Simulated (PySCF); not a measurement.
## `O=C(O)/C=C\Cl`: 4 charge schemes on one density

Species: C₃H₃ClO₂.
Geometry (GFN2-xTB, Å), atoms numbered from 1 in this order:
```xyz
9
C3H3ClO2 angstrom
O      1.6552    1.4615   -0.2703
C      0.9340    0.4949   -0.3001
O      1.4076   -0.7518   -0.1859
C     -0.5269    0.5888   -0.4639
C     -1.4146   -0.4039   -0.5115
Cl    -1.0644   -2.0611   -0.3918
H      2.3719   -0.7298   -0.0819
H     -0.8804    1.6057   -0.5526
H     -2.4688   -0.1983   -0.6361
```

Density: PBE0/pcSseg-1 (PySCF); schemes: Mulliken, IAO, Hirshfeld and ESP-fitted. The structure is a single GFN2-xTB conformer in the gas phase; no vibrational or solvent corrections.

Task: What partial charge does each atom carry?

Result: In e:

```csv
atom,environment,Mulliken,IAO,Hirshfeld,ESP-fitted
O1,acid carbonyl oxygen,-0.410,-0.465,-0.277,-0.547
C2,carboxylic acid carbon,+0.490,+0.520,+0.199,+0.696
O3,acid hydroxyl oxygen,-0.366,-0.478,-0.172,-0.524
C4,alkene CH carbon,-0.186,-0.227,-0.070,-0.180
C5,vinylic C–Cl carbon,-0.046,-0.132,-0.003,-0.205
Cl6,vinyl chlorine,-0.029,+0.037,+0.003,-0.006
H7,acid proton,+0.245,+0.374,+0.190,+0.411
H8,vinylic hydrogen,+0.138,+0.188,+0.064,+0.145
H9,vinylic hydrogen,+0.164,+0.182,+0.066,+0.211
```

Mean size of the charges over all atoms: ESP-fitted 0.325 e, IAO 0.289 e, Mulliken 0.230 e, Hirshfeld 0.116 e. Each set sums to the total charge, 0, to within 0.001 e. The IAO scheme counts the electrons in orthogonalised intrinsic atomic orbitals, a minimal basis polarised so that it spans the occupied orbitals exactly.

Lowest charge. The schemes don't all agree: Mulliken O1 (-0.410); IAO O3 (-0.478); Hirshfeld O1 (-0.277); ESP-fitted O1 (-0.547).

Highest charge. All schemes agree: Mulliken C2 (+0.490); IAO C2 (+0.520); Hirshfeld C2 (+0.199); ESP-fitted C2 (+0.696).

Task: Sum the charges by element, for elements with more than one atom.

Result: 
```json
{"element": "O", "atoms": "2", "Mulliken": "-0.776", "IAO": "-0.943", "Hirshfeld": "-0.449", "ESP-fitted": "-1.071"}
{"element": "C", "atoms": "3", "Mulliken": "+0.258", "IAO": "+0.162", "Hirshfeld": "+0.127", "ESP-fitted": "+0.310"}
{"element": "H", "atoms": "3", "Mulliken": "+0.547", "IAO": "+0.744", "Hirshfeld": "+0.319", "ESP-fitted": "+0.767"}
```

Task: How many electrons does the Hirshfeld scheme count on C2?

Result: Z − q = 6 − (+0.199) = 5.801.
